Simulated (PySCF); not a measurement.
System (SMILES): P (PH3).
Geometry (B3LYP-D3(BJ)/def2-TZVP, fixed):
```
P
H 1 1.4188
H 1 1.4188 2 93.38
H 1 1.4188 2 93.38 3 93.59
```

Basis-set convergence of the lowest singlet excitation energy at CAM-B3LYP with PySCF. Tamm-Dancoff approximation; the state is taken by its order, and sets in which it differs in degeneracy or brightness are left out, yet its character can still change. All functions are spherical. Density fitting with generated auxiliary sets. No added dispersion term, no relativity. Reference: the value in aug-pcseg-3, 6.592 eV, itself unsure by roughly 0.005 eV (its mean distance from aug-cc-pV(Q+d)Z, aug-pcseg-2, aug-cc-pV(T+d)Z).

| basis | functions | lowest singlet excitation energy (eV) |
|---|---|---|
| 6-311+G** | 48 | (withheld) |
| aug-pcseg-1 | 54 | (withheld) |
| 6-311++G(2d,2p) | 65 | (withheld) |
| aug-pcseg-2 | 119 | 6.588 |
| cc-pV(Q+d)Z | 154 | 7.290 |
| def2-QZVPP | 160 | 7.135 |
| def2-QZVPPD | 175 | (withheld) |
| aug-cc-pV(Q+d)Z | 227 | 6.595 |
| aug-pcseg-3 | 236 | 6.592 |

### Question
Some entries are withheld; supply them.

### Answer

- 6-311+G**, lowest singlet excitation energy (eV): 6.718
- aug-pcseg-1, lowest singlet excitation energy (eV): 6.570
- 6-311++G(2d,2p), lowest singlet excitation energy (eV): 6.625
- def2-QZVPPD, lowest singlet excitation energy (eV): 6.709
